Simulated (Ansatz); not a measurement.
# B2H4Si: structure from calculated spectroscopic constants

These gas-phase data were calculated for one isomer of B2H4Si at PBE0-D4/def2-TZVP (harmonic, unscaled wavenumbers; equilibrium rotational constants with average atomic masses):

| Item | Value |
| --- | --- |
| rotational constants | 14.42, 9.825, 6.485 GHz |
| all wavenumbers above 1500 cm⁻¹ | 2655, 2650, 2570, 2562 |

Candidates:

(1) `B[Si]B`, a singlet
(2) `BB=[SiH2]`, a singlet
(3) `B1B[SiH2]1`, a singlet

Q: Which candidate do the data belong to?

A: Candidate (1). No mode falls between 2000 and 2380 cm⁻¹, where the Si–H stretch of (2), (3) would stand.

The same quantities for all candidates:

```tsv
	rotational constants (GHz)	wavenumbers above 1500 cm⁻¹	E above the lowest, PBE0-D4/def2-TZVP (kcal/mol)
(1)	14.42, 9.825, 6.485	2655, 2650, 2570, 2562	7.4
(2)	96.05, 4.116, 3.947	2632, 2565, 2284, 2261	17.2
(3)	22.8, 9.895, 6.901	2804, 2764, 2249, 2231	0.0
```

Harmonic stretches to hydrogen usually lie a few per cent above observed fundamentals. Each candidate is one conformer. Programs: Ansatz 0.2.0.
